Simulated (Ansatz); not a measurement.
# Cl4Si: the cost of one run

Method: RKS PBE0/def2-TZVP; program: Ansatz 0.2.0, Gaussian basis.

### 1 The system as given

5 atoms, charge 0, spin multiplicity 1.

Atoms are counted from 1 here; the program's logs count them from 0.

Bond lengths: Si1–Cl2 2.014 Å, Si1–Cl3 2.014 Å, Si1–Cl4 2.014 Å, Si1–Cl5 2.014 Å. Angles: Cl2–Si1–Cl3 109.5°, Cl2–Si1–Cl4 109.5°, Cl2–Si1–Cl5 109.5°, Cl3–Si1–Cl4 109.5°, Cl3–Si1–Cl5 109.5°, Cl4–Si1–Cl5 109.5°.

The start was built by rule and, where that kept it together, relaxed with GFN2-xTB. Sticks and bond lists go by distance. 

### 2 The run

in.yaml reads:

```yaml
crystal:
  periodic: [false, false, false]
  atoms:
    - {symbol: Si, position_ang: [0.000000, 0.000000, 0.000000]}
    - {symbol: Cl, position_ang: [1.161280, 1.164031, 1.162815]}
    - {symbol: Cl, position_ang: [-1.166118, -1.159407, 1.162594]}
    - {symbol: Cl, position_ang: [-1.159294, 1.161383, -1.167436]}
    - {symbol: Cl, position_ang: [1.164132, -1.166007, -1.157973]}
basis:
  gaussian: {orbitals: def2-TZVP}
hamiltonian: {xc: pbe0}
relax: {f_tol: 0.004, max_steps: 80}
```

Started as:

```
> ansatz run in.yaml --threads 1 --pin off --events-out ev --progress --plain --max-ram 2176MiB
```

What time and memory should one allow on 1 thread of AMD EPYC 9R14, shared host?

About 27 s, with a peak of 0.56 GiB.
